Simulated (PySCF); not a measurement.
Hydrogen methyl disulfide, CH4S2, SMILES CSS, point group C1.

Level: PBE0/pcSseg-1 in PySCF (density fitting, grid level 2); geometry and Hessian at that level, cubic constants and property derivatives from steps of ±0.6 along each species' dimensionless normal coordinates, second-order vibrational perturbation theory. The parent has the commonest isotopes.

Equilibrium geometry (Å):

| atom | x | y | z |
| --- | --- | --- | --- |
| C1 | -0.9117 | 0.0560 | -0.5896 |
| S2 | 0.7643 | -0.3604 | -1.1402 |
| S3 | 1.7629 | -0.6823 | 0.6392 |
| H4 | -0.9311 | 1.0050 | -0.0464 |
| H5 | -1.5100 | 0.1552 | -1.5023 |
| H6 | -1.3321 | -0.7416 | 0.0283 |
| H7 | 2.1711 | 0.5877 | 0.8866 |

Task: Give the equilibrium and ground-state rotational constants (MHz) of parent; ²H at 5; ³³S at 3; ²H at 4, ²H at 5; ²H at 7; ²H at 6; ²H at 4, ²H at 5, ²H at 6.

Result: 
```tsv
species	Ae	Be	Ce	A0	B0	C0	Δ0 (u Å²)	harmonic ZPE (cm⁻¹)
parent	16857	4349.4	3623.9	16823	4322	3598.5	-6.531	10563
²H at 5	16773	4097.3	3443.8	16728	4073	3421.1	-6.567	9876
³³S at 3	16829	4286.2	3578.7	16794	4259.3	3553.7	-6.534	10560
²H at 4, ²H at 5	15427	3993.7	3345.8	15387	3970.5	3324	-8.091	9174
²H at 7	15928	4207	3560.7	15902	4180.6	3536.2	-9.753	10023
²H at 6	15447	4242.8	3515.9	15415	4216.1	3491.5	-7.911	9868
²H at 4, ²H at 5, ²H at 6	14294	3900.2	3261	14252	3878.3	3240.2	-9.799	8466
```

Δ0 = Ic − Ia − Ib from the ground-state constants.

Task: How is the parent's vibrational correction B0 − Be made up?

Result: 
| axis | harmonic | Coriolis | cubic | total (MHz) |
| --- | --- | --- | --- | --- |
| a | 64.7 | -44.1 | -54.8 | -34.2 |
| b | 8.11 | -2.98 | -32.5 | -27.4 |
| c | 3.09 | -1.77 | -26.8 | -25.4 |

Task: And its quartic centrifugal distortion constants from the harmonic force field?

Result: Asymmetric top, A reduction, Ir representation: ΔJ = 2.24 kHz, ΔJK = -8.08 kHz, ΔK = 113 kHz, δJ = 0.571 kHz, δK = 6.17 kHz.

A mode lies under 250 cm⁻¹, where this perturbation treatment is rough. Internal rotors are held in one well.
